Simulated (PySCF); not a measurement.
# PBE0/STO-6G run of H2O3 (trioxidane)

Aim: the vertical ionisation energy of H2O3 (trioxidane) at PBE0/STO-6G, from 2 runs. The job is set up through a Python script.

The results are computed with PySCF 2.14.0.

5 further runs of the same task are left out: 1 that didn't finish, 4 set aside as unsound or not needed.

## (1) The structure to begin with

H2O3 has 5 atoms, charge 0, and is taken as a singlet. As SMILES, `OOO`. The shape is that of a GFN2-xTB optimisation. This is a higher conformer, about 11 kJ/mol above the lowest found by a separate search.

Bond lengths: O1–O2 1.390 Å, O2–O3 1.391 Å, O1–H4 0.972 Å, O3–H5 0.972 Å. Angles: O1–O2–O3 110.7°, O2–O1–H4 106.7°, O2–O3–H5 106.5°.

## (2) The energy at PBE0/STO-6G

Contents of run.py:

```python
from pyscf import gto, dft

mol = gto.Mole()
mol.atom = '''
O       -0.984020      -0.692710      -0.137760
O       -0.127030      -0.049090       0.747210
O        1.176430      -0.056790       0.262120
H       -1.378730      -0.001520      -0.695970
H        1.313340       0.800110      -0.175600
'''
mol.max_memory = 1860
mol.spin = 0
mol.verbose = 3
mol.basis = 'sto-6g'
mol.build()

mf = dft.RKS(mol, xc='pbe0')
mf.conv_tol = 1e-10
mf.grids.level = 5
mf.kernel()
if not mf.converged:
    mf = mf.newton().run(mf.mo_coeff, mf.mo_occ)

e_tot = mf.e_tot
print('E(%s) = %.9f' % ('PBE0', e_tot))
```

Launch:

```console
$ OMP_NUM_THREADS=1 python run.py
```

Standard output:

```text
converged SCF energy = -225.533094886952
E(PBE0) = -225.533094887
```

It took 3.6 s on 1 thread of Arm Neoverse V1, shared host; peak memory 0.19 GiB.

## (3) The doublet cation, same level

Contents of input.py:

```python
from pyscf import gto, dft

system = gto.Mole()
system.atom = '''
O     -1.859528    -1.309032    -0.260329
O     -0.240052    -0.092767     1.412022
O      2.223131    -0.107318     0.495335
H     -2.605422    -0.002872    -1.315193
H      2.481853     1.511989    -0.331836
'''
system.basis = 'sto-6g'
system.unit = 'bohr'
system.max_memory = 1860
system.spin = 1
system.charge = 1
system.verbose = 3
system.build()

mf = dft.UKS(system, xc='pbe0')
mf.grids.level = 5
mf.conv_tol = 1e-10
mf.kernel()
if not mf.converged:
    mf = mf.newton().run(mf.mo_coeff, mf.mo_occ)

e_tot = mf.e_tot
print('E(%s) = %.9f' % ('PBE0', e_tot))
```

Launch:

```console
$ OMP_NUM_THREADS=1 python input.py
```

Standard output:

```text
WARN: HOMO -0.280177791978605 >= LUMO -0.280177791978601

converged SCF energy = -225.215201544282  <S^2> = 0.75444799  2S+1 = 2.0044431
E(PBE0) = -225.215201544
```

It took 7.5 s on 1 thread of Arm Neoverse V1, shared host; peak memory 0.2 GiB.

## (4) Summary of results

At PBE0/STO-6G:

```
                                          quantity          value
                        singlet H2O3: total energy  -225.53309 Eh
                       singlet H2O3: dipole moment         2.80 D
                         singlet H2O3: HOMO energy       -4.65 eV
                         singlet H2O3: LUMO energy        5.15 eV
                       singlet H2O3: HOMO–LUMO gap        9.80 eV
                      doublet cation: total energy  -225.21520 Eh
doublet cation: HOMO energy (highest over α and β)      -15.82 eV
 doublet cation: LUMO energy (lowest over α and β)      -12.58 eV
                              doublet cation: ⟨S²⟩          0.754
vertical ionisation energy (to the doublet cation)       8.650 eV
```

**Reading.** The vertical ionisation energy comes to 8.65 eV (199 kcal/mol). −ε(HOMO) before ionisation, 4.65 eV, is 4.00 eV below this ionisation energy. In a minimal basis such a difference can be off by several eV, whatever the method.
